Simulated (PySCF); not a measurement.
Cost of one run: core-ionisation job, `P[SiH2]Cl`.

Method: delta-SCF UKS SCAN, def2-TZVP on the ionised atom, pcseg-1 elsewhere, spin-free X2C (PySCF 2.14.0). Geometry: PBE0-D3(BJ)/def2-SVP. Work: ΔSCF core ionisation, 6 holes, density fitting. A driver script takes a list of jobs; this job's settings line and coordinates (Å) are shown.

Command:
```bash
OMP_NUM_THREADS=1 python probes_run.py task.json out
```

Input:
```
{"job": {"kind": "xps", "basis": "def2-TZVP"}, "charge": 0, "multiplicity": 1}
P     -0.143821    -1.289114    -1.810786
Si    -2.203127    -0.864354    -0.989599
Cl    -3.500842    -2.311877    -1.704339
H      0.076442    -2.372399    -0.904532
H      0.449065    -0.322324    -0.936045
H     -2.650655     0.466089    -1.490394
H     -2.275473    -0.887173     0.499270
```

Hardware: one thread of an Arm Neoverse V1, no GPU, shared host with 32 logical CPUs at a one-minute load of 18. PySCF's memory limit was set to 1760 MB.

**Question.** How large is the largest of the mixed bases?

**Answer.** 93 functions.

**Question.** Which is nearest to the wall time?
A. 87 s
B. 1.4 s
C. 11 min
D. 11 s

**Answer.** D. The run took 11 s. The run took 75 SCF cycles in all, 1.8 s a hole on average.

**Question.** Estimate the peak memory.

**Answer.** About 0.43 GiB. Peak memory is the resident size of the whole Python process, interpreter and libraries included.

**Question.** At this speed, how long would 100 such jobs take on 32 cores, one job a core?

**Answer.** 100/32 gives 4 rounds of 11 s, about 44 s of wall time and 0.31 core-hours, if the jobs don't slow each other.

The host was shared with other jobs, so the times are rough.
